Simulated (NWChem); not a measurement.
**SiH2ClO (SMILES O[SiH]Cl) at 6 levels**

We compute a comparison of 6 runs (UHF/3-21G, UHF/6-31G**, UHF/6-311G**, UB3LYP/6-31G*, USVWN5/def2-SVP, UCCSD/6-31G*) of SiH2ClO. 

Program for the calculation: NWChem 7.3.0.

1 further run of the same task is left out (set aside as unsound or not needed).

## 1. The molecule

The species is SiH2ClO (5 atoms), meant as a doublet with charge 0. As SMILES, `O[SiH]Cl`. The coordinates come from a PBE0-D4/def2-TZVP relaxation. This is one conformer, not always the lowest.

Bond lengths: O1–Si2 1.639 Å, Si2–Cl3 2.065 Å, O1–H4 0.959 Å, Si2–H5 1.488 Å. Angles: O1–Si2–Cl3 111.1°, O1–Si2–H5 105.3°, Cl3–Si2–H5 108.3°, Si2–O1–H4 118.3°.

## 2. Energy and gradient at UHF/3-21G (run 1)

m1.nw

```
echo
start m1
title "ClH2OSi gradient"
memory stack 880 mb heap 220 mb global 1100 mb
geometry units angstroms noautosym nocenter noautoz
 O     -0.806100    -0.432000    -0.746500
 Si    -0.092300     0.479800     0.414000
 Cl     1.606600    -0.440800     1.143600
 H     -1.024100    -1.343200    -0.540000
 H      0.316000     1.736300    -0.271100
end
basis spherical bse
 * library 3-21G
end
scf
 doublet
 uhf
 thresh 1e-08
 maxiter 80
end
task scf gradient
```

The run is started by

```
$ nwchem m1.nw > m1.out
```

The log of the run:

```text
[...]
  functions       =    39
[...]
  wavefunction    = UHF
[...]
         Total SCF energy =   -820.340741837372
      One electron energy =  -1416.693044884616
      Two electron energy =    455.342907910861
 Nuclear repulsion energy =    141.009395136382
                       Sz =      0.5000
                 Sz(Sz+1) =      0.7500
                      S^2 =      0.7532
[...]
                         UHF ENERGY GRADIENTS
    atom               coordinates                        gradient
                 x          y          z           x          y          z
   1 O      -1.523308  -0.816362  -1.410680    0.007518   0.015774   0.006995
   2 Si     -0.174422   0.906691   0.782347    0.022623  -0.045087   0.006373
   3 Cl      3.036034  -0.832991   2.161091   -0.037897   0.019445  -0.016815
   4 H      -1.935268  -2.538280  -1.020452    0.007196   0.007601   0.008559
   5 H       0.597153   3.281131  -0.512305    0.000560   0.002268  -0.005111
[...]
```

Run time: 3.3 s. Hardware: 1 thread of Intel Xeon Platinum 8259CL at 2.50GHz (Skylake/Cascade Lake), shared host; peak memory 0.1 GiB.

## 3. Energy and forces at UHF/6-31G(d,p) (spherical functions) (run 2)

run.py

```python
from ase import Atoms
from ase.calculators.nwchem import NWChem

molecule = Atoms(['O', 'Si', 'Cl', 'H', 'H'], positions=[
    [-0.806100, -0.432000, -0.746500],
    [-0.092300, 0.479800, 0.414000],
    [1.606600, -0.440800, 1.143600],
    [-1.024100, -1.343200, -0.540000],
    [0.316000, 1.736300, -0.271100],
])

calc = NWChem(
    label='calc',
    theory='scf',
    memory='2200 mb',
    basis='6-31G**',
    basispar='spherical bse',
    scf={'nopen': '1', 'uhf': None, 'thresh': '1e-08', 'maxiter': '80'},
)
molecule.calc = calc

forces = molecule.get_forces()
e = molecule.get_potential_energy()
print(f"E = {e:.6f} eV")
print("forces (eV/A):")
for s, f in zip(molecule.symbols, forces):
    print(f"{s:2s} {f[0]:10.5f} {f[1]:10.5f} {f[2]:10.5f}")
```

The run is started by

```
$ export ASE_NWCHEM_COMMAND="nwchem PREFIX.nwi > PREFIX.nwo"
$ python run.py
```

The log of the run:

```text
E = -22435.160446 eV
forces (eV/A):
O    -0.14028   -0.96925    0.40238
Si   -0.07806    0.44537   -0.47889
Cl    0.15473   -0.10722    0.07338
H     0.15473    0.87937   -0.26251
H    -0.09112   -0.24827    0.26559
```

The calculator wrote calc.nwi:

```
title "calc"

permanent_dir calc

scratch_dir calc

start calc

geometry units angstrom nocenter noautosym noautoz
  O  -8.0610000000000004e-01 -4.3200000000000000e-01 -7.4650000000000005e-01
  Si -9.2299999999999993e-02 4.7980000000000000e-01 4.1399999999999998e-01
  Cl 1.6066000000000000e+00 -4.4080000000000003e-01 1.1435999999999999e+00
  H  -1.0241000000000000e+00 -1.3431999999999999e+00 -5.4000000000000004e-01
  H  3.1600000000000000e-01 1.7363000000000000e+00 -2.7110000000000001e-01
end

memory 2200 mb

basis spherical bse noprint
   * library 6-31G**
end

scf
  nopen 1
  uhf
  thresh 1e-08
  maxiter 80
end

task scf gradient
```

calc.nwo (excerpt; [...] marks lines left out):

```text
[...]
      One electron energy =  -1421.896770045369
[... 1 line left out ...]
 Nuclear repulsion energy =    141.009395136382
[... 43 lines left out ...]
          Final beta eigenvalues
[... 199 lines left out ...]
                     UHF Final Beta Molecular Orbital Analysis
[...]
  wavefunction    =   UHF
                         UHF ENERGY GRADIENTS
    atom               coordinates                        gradient
                 x          y          z           x          y          z
   1 O      -1.523308  -0.816362  -1.410680    0.002728   0.018849  -0.007825
   2 Si     -0.174422   0.906691   0.782347    0.001518  -0.008661   0.009313
   3 Cl      3.036034  -0.832991   2.161091   -0.003009   0.002085  -0.001427
   4 H      -1.935268  -2.538280  -1.020452   -0.003009  -0.017101   0.005105
   5 H       0.597153   3.281131  -0.512305    0.001772   0.004828  -0.005165
[...]
```

Run time: 21 s. Hardware: 1 thread of Intel Xeon Platinum 8259CL at 2.50GHz (Skylake/Cascade Lake), shared host; peak memory 0.1 GiB.

Runs 3 to 4 aren't shown in full; the table further down has their settings and results.

## 4. Energy and forces at USVWN5/def2-SVP (run 5)

m1.xyz

```xyz
5

O     -0.806100    -0.432000    -0.746500
Si    -0.092300     0.479800     0.414000
Cl     1.606600    -0.440800     1.143600
H     -1.024100    -1.343200    -0.540000
H      0.316000     1.736300    -0.271100
```

run.py

```python
from ase.io import read
from ase.calculators.nwchem import NWChem

atoms = read('m1.xyz')

calc = NWChem(
    label='m1',
    theory='dft',
    memory='2200 mb',
    basis='def2-SVP',
    basispar='spherical bse',
    dft={'xc': 'slater vwn_5', 'mult': '2', 'grid': 'xfine', 'convergence': 'energy 1e-08', 'iterations': '100', 'mulliken': None},
)
atoms.calc = calc

forces = atoms.get_forces()
print("Total energy (eV):", round(atoms.get_potential_energy(), 6))
print("forces (eV/A):")
for s, f in zip(atoms.symbols, forces):
    print(f"{s:2s} {f[0]:10.5f} {f[1]:10.5f} {f[2]:10.5f}")
```

The run is started by

```
$ export ASE_NWCHEM_COMMAND="nwchem PREFIX.nwi > PREFIX.nwo"
$ python run.py
```

The log of the run:

```text
Total energy (eV): -22386.019628
forces (eV/A):
O    -0.02962    0.43776   -0.61131
Si   -0.05991    0.09775    0.58991
Cl    0.19556   -0.09472    0.06546
H    -0.21119   -0.75925    0.16645
H     0.10516    0.31846   -0.21057
```

The calculator wrote m1.nwi:

```
title "m1"

permanent_dir m1

scratch_dir m1

start m1

geometry units angstrom nocenter noautosym noautoz
  O  -8.0610000000000004e-01 -4.3200000000000000e-01 -7.4650000000000005e-01
  Si -9.2299999999999993e-02 4.7980000000000000e-01 4.1399999999999998e-01
  Cl 1.6066000000000000e+00 -4.4080000000000003e-01 1.1435999999999999e+00
  H  -1.0241000000000000e+00 -1.3431999999999999e+00 -5.4000000000000004e-01
  H  3.1600000000000000e-01 1.7363000000000000e+00 -2.7110000000000001e-01
end

memory 2200 mb

basis spherical bse noprint
   * library def2-SVP
end

dft
  xc slater vwn_5
  mult 2
  grid xfine
  convergence energy 1e-08
  iterations 100
  mulliken
end

task dft gradient
```

m1.nwo (excerpt; [...] marks lines left out):

```text
[...]
      One electron energy =    -1421.700270083502
[... 2 lines left out ...]
 Nuclear repulsion energy =      141.009395136382
[... 971 lines left out ...]
          Convergence on energy requested:  1.00D-08
[... 21 lines left out ...]
          Spatial weights used:  Erf1
[...]
  wavefunction    = open shell
                         DFT ENERGY GRADIENTS
    atom               coordinates                        gradient
                 x          y          z           x          y          z
   1 O      -1.523308  -0.816362  -1.410680    0.000576  -0.008513   0.011888
   2 Si     -0.174422   0.906691   0.782347    0.001165  -0.001901  -0.011472
   3 Cl      3.036034  -0.832991   2.161091   -0.003803   0.001842  -0.001273
   4 H      -1.935268  -2.538280  -1.020452    0.004107   0.014765  -0.003237
   5 H       0.597153   3.281131  -0.512305   -0.002045  -0.006193   0.004095
[...]
```

Run time: 16 s. Hardware: 1 thread of Intel Xeon Platinum 8259CL at 2.50GHz (Skylake/Cascade Lake), shared host; peak memory 0.13 GiB.

## 5. A single-point energy at UCCSD/6-31G(d) (spherical functions) (run 6)

clh2osi.nw

```
START clh2osi
TITLE "ClH2OSi ccsd"
memory total 2200 mb

GEOMETRY noautosym nocenter noautoz
  O       -0.806100      -0.432000      -0.746500
  Si      -0.092300       0.479800       0.414000
  Cl       1.606600      -0.440800       1.143600
  H       -1.024100      -1.343200      -0.540000
  H        0.316000       1.736300      -0.271100
END

BASIS spherical bse
  * library 6-31G*
END

SCF
  nopen 1
  uhf
  thresh 1e-08
  maxiter 80
  print medium
END

TCE
  scf
  ccsd
  freeze core 11
  maxiter 60
END

TASK tce energy
```

The run is started by

```
$ nwchem clh2osi.nw > clh2osi.out
```

The log of the run:

```text
[...]
  functions       =    54
[...]
  wavefunction    = UHF
[...]
         Total SCF energy =   -824.467844491846
      One electron energy =  -1421.865630383142
      Two electron energy =    456.388390754914
 Nuclear repulsion energy =    141.009395136382
                       Sz =      0.5000
                 Sz(Sz+1) =      0.7500
                      S^2 =      0.7537
[...]
         Wavefunction type : Unrestricted Hartree-Fock
          No. of electrons :    41
[...]
         Spin multiplicity : doublet
[...]
 CCSD total energy / hartree       =      -824.864820037001323
[...]
```

Run time: 23 s. Hardware: 1 thread of Intel Xeon Platinum 8259CL at 2.50GHz (Skylake/Cascade Lake), shared host; peak memory 0.24 GiB.

## 6. The series

```csv
run,level,Cartesian functions,iteration cap,energy (Eh),dipole moment (D),HOMO energy (eV),LUMO energy (eV),wall time
1,UHF/3-21G,no,80,-820.340742,2.51,-9.50,0.64,3.3 s
2,UHF/6-31G** (spherical functions),no,80,-824.476946,1.82,-9.42,1.20,21 s
3,UHF/6-311G**,no,80,-824.544823,1.88,-9.51,1.07,25 s
4,UB3LYP/6-31G* (Cartesian functions),yes,100,-826.147935,1.53,-5.93,-2.87,35 s
5,USVWN5/def2-SVP,no,100,-822.671054,1.34,-4.78,-3.61,16 s
6,UCCSD/6-31G* (spherical functions),no,80,-824.864820,–,-9.43,1.20,23 s
```

## 7. Summary of results

| quantity | value |
| --- | --- |
| run 6: total energy | -824.86482 Eh |
| run 6: HOMO energy (Hartree–Fock orbitals) (highest over α and β) | -9.43 eV |
| run 6: LUMO energy (Hartree–Fock orbitals) (lowest over α and β) | 1.20 eV |
| run 6: correlation energy (11 core orbitals frozen) | -397.0 mEh |
| run 6: ⟨S²⟩ of the reference determinant | 0.754 |

**Reading.** Over runs 1, 2, 3, 4, 5 the dipole moment (its size) runs from 1.34 D (USVWN5/def2-SVP) to 2.51 D (UHF/3-21G). The two ends differ in method and basis. Totals of different functionals can't be ranked against each other. All runs together took 2 min, the longest 35 s.
